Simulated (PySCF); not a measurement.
Bond stretch in SMILES S. The S1–H3 bond (S1 also carries H; H3 carries nothing else) is pulled apart rigidly from the PBE0/def2-TZVP optimised geometry.

Levels: UKS-wB97X-V = unrestricted wB97X-V/cc-pVTZ run with PySCF 2.14.0; UKS-PBE0 = unrestricted PBE0/cc-pVTZ run with PySCF; UHF/cc-pVTZ (PySCF).

Magnitude of the dipole moment (D; its direction can reverse along the curve, and a method can change to another solution) and Mulliken charge of the fragment that holds S1:

| R / Å | μ UKS-wB97X-V | q UKS-wB97X-V | μ UKS-PBE0 | q UKS-PBE0 | μ UHF | q UHF |
|---|---|---|---|---|---|---|
| 0.99 | 1.15 | -0.16 | 1.14 | -0.16 | 1.16 | -0.18 |
| 1.08 | 1.16 | -0.17 | 1.14 | -0.17 | 1.16 | -0.17 |
| 1.15 | 1.16 | -0.16 | 1.14 | -0.16 | 1.16 | -0.16 |
| 1.22 | 1.15 | -0.14 | 1.14 | -0.14 | 1.16 | -0.13 |
| 1.26 | 1.15 | -0.13 | 1.14 | -0.13 | 1.16 | -0.12 |
| 1.31 | 1.15 | -0.11 | 1.14 | -0.12 | 1.16 | -0.11 |
| 1.34 | 1.15 | -0.11 | 1.14 | -0.11 | 1.16 | -0.11 |
| 1.39 | 1.15 | -0.10 | 1.14 | -0.11 | 1.15 | -0.10 |
| 1.42 | 1.15 | -0.10 | 1.14 | -0.10 | 1.15 | -0.09 |
| 1.47 | 1.14 | -0.09 | 1.13 | -0.10 | 1.15 | -0.09 |
| 1.56 | 1.14 | -0.09 | 1.13 | -0.10 | 1.13 | -0.09 |
| 1.67 | 1.13 | -0.09 | 1.12 | -0.10 | 1.12 | -0.08 |
| 1.80 | 1.11 | -0.09 | 1.11 | -0.10 | 1.08 | -0.08 |
| 1.99 | 1.08 | -0.08 | 1.09 | -0.09 | 0.95 | -0.04 |
| 2.22 | 1.02 | -0.06 | 1.06 | -0.08 | 0.90 | -0.02 |
| 2.39 | 0.97 | -0.05 | 1.02 | -0.07 | 0.90 | -0.01 |
| 2.66 | 0.92 | -0.03 | 0.96 | -0.04 | 0.90 | -0.01 |
| 2.99 | 0.89 | -0.01 | 0.90 | -0.02 | 0.90 | 0.00 |
| 3.26 | 0.89 | -0.01 | 0.88 | -0.01 | 0.91 | 0.00 |
| 3.61 | 0.89 | 0.00 | 0.88 | 0.00 | 0.91 | 0.00 |
| 4.01 | 0.89 | 0.00 | 0.88 | 0.00 | 0.91 | 0.00 |
| 4.70 | 0.90 | 0.00 | 0.88 | 0.00 | 0.91 | 0.00 |

The unrestricted determinant behind UKS-wB97X-V, UKS-PBE0 is spin-contaminated at 2.22 to 4.70 Å (<S²> up to 1.0, against 0.00 for a pure singlet). The unrestricted determinant behind UHF is spin-contaminated at 1.80 to 4.70 Å (<S²> up to 1.0, against 0.00 for a pure singlet).
